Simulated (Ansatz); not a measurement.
Base system: Si in the diamond structure (space group Fd-3m, No. 227).

```yaml
crystal:
  lattice:
    - [0.00000, 2.73515, 2.73515]
    - [2.73515, 0.00000, 2.73515]
    - [2.73515, 2.73515, 0.00000]
  atoms:
    - { symbol: Si, position: [0.50000, 0.50000, 0.50000] }
    - { symbol: Si, position: [0.75000, 0.75000, 0.75000] }
```

Levels (all Ansatz, an electronic-structure program, PAW): PBE (420 eV, no spin-orbit coupling); r2SCAN (500 eV, scalar-relativistic without spin-orbit coupling); HSE06 (420 eV, no spin-orbit coupling).

Levels that relaxed their own cell: PBE and r2SCAN.

```csv
level,band gap,lattice parameter a
PBE,0.61 eV,5.470 Å
r2SCAN,0.78 eV,5.444 Å
HSE06,1.14 eV,–
```

Measured: band gap 1.23 eV (static lattice; corrected from measurement; as listed in Wei Chen et al., Physical Review Materials (2018)); lattice parameter a 5.421 Å (static lattice; corrected from measurement; as listed in Daniel Mejia-Rodriguez, S. B. Trickey, Phys. Rev. B (2018)).

Computed minus measured — band gap: PBE -0.62 eV, r2SCAN -0.45 eV, HSE06 -0.09 eV (closest: HSE06); lattice parameter a: PBE +0.9 %, r2SCAN +0.4 % (closest: r2SCAN). A measured gap can be an optical one, lowered by exciton binding.

Single points use the geometry relaxed with r2SCAN. HSE06 was sampled on its mesh, a few special points and the semilocal edge points, so its gap is an upper bound. Stability against distortions was not tested.
